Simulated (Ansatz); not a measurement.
We consider rock-salt SnTe (cubic form, which distorts at low temperature), described by r²SCAN (plane waves, PAW; Ansatz, an electronic-structure program).

Run with plane-wave cutoff 560 eV, 10×10×10 k mesh, Fermi–Dirac smearing 0.01 eV, scalar-relativistic PAW data made under PBE.

Cell (relaxed at this level):

```cif
data_Sn4Te4
_chemical_formula_sum 'Sn4 Te4'
_space_group_name_H-M_alt 'Fm-3m'
_space_group_IT_number 225
_space_group_name_Hall '-F 4 2 3'
_cell_length_a 6.37139
_cell_length_b 6.37139
_cell_length_c 6.37139
_cell_angle_alpha 90.000
_cell_angle_beta 90.000
_cell_angle_gamma 90.000
loop_
_atom_site_label
_atom_site_type_symbol
_atom_site_symmetry_multiplicity
_atom_site_Wyckoff_symbol
_atom_site_fract_x
_atom_site_fract_y
_atom_site_fract_z
_atom_site_occupancy
Sn1 Sn 4 a 0.00000 0.00000 0.00000 1
Te1 Te 4 b 0.50000 0.50000 0.50000 1
```
(The calculation used a cell of 2 atoms; values per cell refer to that cell.)

Task: What does this level give for the bulk modulus B0, band gap, direct gap at Γ and pressure derivative B′ of the bulk modulus?

Result: 
- bulk modulus B0 = 43.9 GPa
- band gap = 0.14 eV
- direct gap at Γ = 5.76 eV
- pressure derivative B′ of the bulk modulus = 3.9

Measured, for comparison: band gap 0.3 eV (4 K, zero-point motion not removed, bulk gap, ARPES or transport; rounded; as tabulated in Ando (2013), arXiv:1304.5693); bulk modulus 37.8 GPa (temperature not stated, no zero-point or thermal correction; as tabulated in Toher et al. (2017), arXiv:1611.05714). Computed (rounded) less measured: bulk modulus +16 %.

Note: symmetry holds this phase in the static calculation, where it need not be a minimum.

Spin–orbit coupling is not included; it can close the smallest gap of 0.14 eV.

The computed numbers hold no vibrational or temperature effects.
